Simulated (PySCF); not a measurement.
Working with the constants of NaH

RHF-CCSD(T) constants of NaH, ¹Σ⁺ (singlet), closed shell (Na x2c-TZVPPall, H x2c-TZVPPall; spin-free X2C with a Gaussian nucleus (PySCF 2.14); masses 22.9898 and 1.0078 u):

| Property | Result |
| --- | --- |
| ωe | 1176.8 cm⁻¹ |
| ωexe | 20.9 cm⁻¹ |
| Be | 4.9566 cm⁻¹ |
| αe | 0.149 cm⁻¹ |
| D (centrifugal) | 0.000352 cm⁻¹ |
| De to Na + H | 1.89 eV |

Question: Estimate the standard entropy (1 bar) and heat capacity of the ideal gas at 500 K, rigid rotor with B0 and harmonic oscillator at the fundamental.

Answer: Translation (Sackur–Tetrode, M = 24.00 u): 159.2 J/(mol K). Rotation: q = kT/(σB0) = 71.2 with σ = 1, 43.8. Vibration: x = hcν0/kT = 3.27, 1.40. S° = 204.4 J/(mol K); Cp = 7R/2 + 3.66 = 32.8 J/(mol K).

Measured values (Huber and Herzberg, Constants of Diatomic Molecules (1979)): ωe = 1172.2 cm⁻¹, ωexe = 19.72 cm⁻¹, Be = 4.9012 cm⁻¹, αe = 0.1353 cm⁻¹.

Correlated steps freeze 1 core orbital. Where the molecule has an RHF reference, its open-shell atoms are computed with UHF.
